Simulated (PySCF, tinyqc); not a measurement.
Inside a calculation. Method: coupled-perturbed Hartree-Fock on RHF in the sto-3g basis, for BH, spin multiplicity 1. The lowest restricted solution is unstable here: a spin-polarised one lies 0.0139 hartree lower (PySCF). One step of it, computed by the program tinyqc.

Task: Response to a field: uncoupled start. Field along y; U_ai = -mu_ai / (e_a - e_i), alpha = -4 sum U_ai mu_ai.

orbital energies (hartree): [-7.334360, -0.619871, -0.243755, 0.269419, 0.269419, 0.855381]

dipole integrals <a|y|i> (bohr), order a4, a5, a6:
```
[[0.113396, 0.653956, 0.597472],
 [-0.038616, -0.222699, -0.203464],
 [0.000000, 0.000000, 0.000000]]
```

Give: uncoupled U; uncoupled polarisability.

Result:

uncoupled U, order a4, a5, a6:
```
[[-0.0149, -0.7354, -1.1643],
 [0.0051, 0.2504, 0.3965],
 [0.0000, 0.0000, 0.0000]]
```

uncoupled polarisability = 5.2594 bohr^3
